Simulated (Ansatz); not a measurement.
Geometry optimisation, RKS PBE-D4/def2-SVP (Ansatz).

Input file:

```yaml
crystal:
  periodic: [false, false, false]
  atoms:
    - { symbol: S, position_ang: [-1.59643, 0.67343, -0.60502] }
    - { symbol: C, position_ang: [-0.00031, 0.39828, 0.19413] }
    - { symbol: C, position_ang: [0.50561, -0.96991, 0.28135] }
    - { symbol: O, position_ang: [1.05438, -0.02232, -0.59006] }
    - { symbol: H, position_ang: [-1.25367, 1.8225, -1.18171] }
    - { symbol: H, position_ang: [0.22526, 1.12266, 0.96957] }
    - { symbol: H, position_ang: [1.12744, -1.25994, 1.1197] }
    - { symbol: H, position_ang: [-0.06228, -1.76469, -0.18795] }
basis:
  gaussian: { orbitals: def2-SVP }
hamiltonian:
  xc: pbe
  dispersion: d4
relax:
  f_tol: 0.02
  max_steps: 50
```

Launched with:

```bash
$ ansatz run input.yaml --threads 1 --pin off --max-ram 2048MiB --backend cpu --events-out ev --progress --plain --runs-dir out
```

Task: Where does it end, and by what steps?

Result: The run converged. After 5 steps the energy has fallen by 0.088 eV; H5 moved furthest, 0.14 Å.

```json
{"step": "0", "energy less start (eV)": "0.0000", "largest force component (eV/Å)": "1.329", "accepted": "yes"}
{"step": "1", "energy less start (eV)": "-0.0715", "largest force component (eV/Å)": "0.653", "accepted": "yes"}
{"step": "2", "energy less start (eV)": "-0.0864", "largest force component (eV/Å)": "0.152", "accepted": "yes"}
{"step": "3", "energy less start (eV)": "-0.0877", "largest force component (eV/Å)": "0.088", "accepted": "yes"}
{"step": "4", "energy less start (eV)": "-0.0879", "largest force component (eV/Å)": "0.052", "accepted": "yes"}
{"step": "5", "energy less start (eV)": "-0.0880", "largest force component (eV/Å)": "0.014", "accepted": "yes"}
```

```xyz
8
Properties=species:S:1:pos:R:3
S -1.589 0.643 -0.664
C 0.005 0.397 0.151
C 0.508 -0.981 0.291
O 1.117 -0.051 -0.609
H -1.325 1.909 -1.094
H 0.240 1.149 0.928
H 1.102 -1.260 1.182
H -0.057 -1.806 -0.185
```

Time of the run: 17 s on 1 thread of Intel(R) Xeon(R) Platinum 8488C (Sapphire Rapids), on a shared host, peak memory 0.16 GiB.
